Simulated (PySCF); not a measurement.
## Electric field gradients and quadrupole coupling constants

Compound: thioketene, C₂H₂S.
Structure used (PBE0-D3(BJ)/def2-TZVP), in Å, numbered top down from 1:
```
atom  x, y, z in Å
C1    -0.6192    0.0337    0.1933
C2     0.6776    0.0457    0.0659
S3     2.2203    0.0615   -0.0926
H4    -1.1323    0.8656    0.6612
H5    -1.1994   -0.8095   -0.1622
```

Field gradients from the PBE0/pcSseg-2 density (PySCF, non-relativistic), principal values in atomic units, ordered |Vxx| ≤ |Vyy| ≤ |Vzz|:

```
atom     Vxx     Vyy      Vzz
  S3  0.9562  1.0487  -2.0048
```

Task: Find the asymmetry η = (Vxx − Vyy)/Vzz and the couplings χ = eQV/h (234.96 MHz × Q in barn × V in au), with Q(33S) = −0.0678 b.

Result: 
```csv
atom,environment,nucleus,η,χzz (MHz),χxx (MHz),χyy (MHz)
S3,sulfur bonded to C,33S,0.05,31.94,-15.23,-16.71
```

The tensor is traceless: Vxx + Vyy + Vzz = 0.

Task: What is Vzz at S3 in SI units (1 au = 9.71736 × 10²¹ V/m²)?

Result: -2.0048 au = -19.482 × 10²¹ V/m².

Task: What couplings would deuterons (Q(2H) = 0.00286 b) have in place of the hydrogens, at this geometry?

Result: 
| atom | bonded to | bond length (Å) | Vzz (au) | η | χzz (kHz) |
| --- | --- | --- | --- | --- | --- |
| H4 | C1 | 1.084 | 0.3041 | 0.09 | 204 |
| H5 | C1 | 1.084 | 0.3041 | 0.09 | 204 |

Geometry: PBE0-D3(BJ)/def2-TZVP; no solvent, vibrations or thermal averaging.

The run behind these numbers computed NMR shieldings as well. The run took 4.9 s wall on an Intel Xeon 6975P-C with one thread (shared host), and the process peaked at 0.55 GiB of memory.
